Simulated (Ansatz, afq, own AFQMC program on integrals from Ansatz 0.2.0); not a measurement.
**CH$_{3}$Al, triplet: AFQMC among the cluster methods**

```yaml
atoms:
  - { symbol: C, position_ang: [-0.4329, 0.5339, -0.3065] }
  - { symbol: Al, position_ang: [0.7193, -0.8828, 0.5226] }
  - { symbol: H, position_ang: [0.0647, 1.5132, -0.2778] }
  - { symbol: H, position_ang: [-1.4190, 0.5745, 0.1766] }
  - { symbol: H, position_ang: [-0.5585, 0.2246, -1.3578] }
```

Connectivity, by distances: CH3–Al.

Basis def2-TZVP. Noble-gas cores (and the filled d shells of Ga–Kr and In–Xe) are frozen. Integrals, coupled cluster, full CI and functionals: Ansatz 0.2.0; the random walks run on the same integrals in our own AFQMC program. The CISD trial takes its coefficients from CCSD amplitudes. Released means that phaseless walkers are propagated on without the constraint, phases kept. Free AFQMC starts from the CCSD state and is never constrained. Its projection time is finite, and what remains of the start isn't in its error. ± is one standard error of the sampling.

Determinant: UHF, the one that the program's search chose, which needn't be the lowest solution. The geometry is a PBE0/def2-SVP stationary point of this or a neighbouring charge and spin state.

No full CI on the walks' own integrals is used here; CCSDT(Q) serves as the reference and is uncertain by about the last step of the cluster series.

The T1 diagnostic is 0.0183, the weight of the determinant in the CISD state is 0.893 and the ⟨S²⟩ of the determinant is 2.010. The size of the correlated space is 10 electrons in 80 orbitals.

Reference: CCSDT(Q), correlation energy -6.642 eV. The released energy is read at 2.40 1/Eh (meV from the phaseless value at times in 1/Eh: -2 ± 5 at 0.24, -8 ± 4 at 0.51, -3 ± 4 at 0.99, -7 ± 4 at 1.62, -11 ± 5 at 2.40).

```csv
level,E − E(reference) (meV),share of correlation (%)
HF,6641.7,0.00
MP2,946.7,85.75
CCSD,277.7,95.82
CCSD(T),33.7,99.49
CCSDT,11.5,99.83
ph-AFQMC/HF,-1.6 ± 25.0,100.02
ph-AFQMC/CISD,7.3 ± 4.7,99.89
released AFQMC,-4.1 ± 5.2,100.06
free AFQMC,9.2 ± 4.0,99.86
```

Free projections are given only where their last times agree within the noise and don't stop above the reference; a slow remainder of the start can still hide under it. Released energies are given only where the last usable release times agree within the noise; a slower fall can still hide under it.
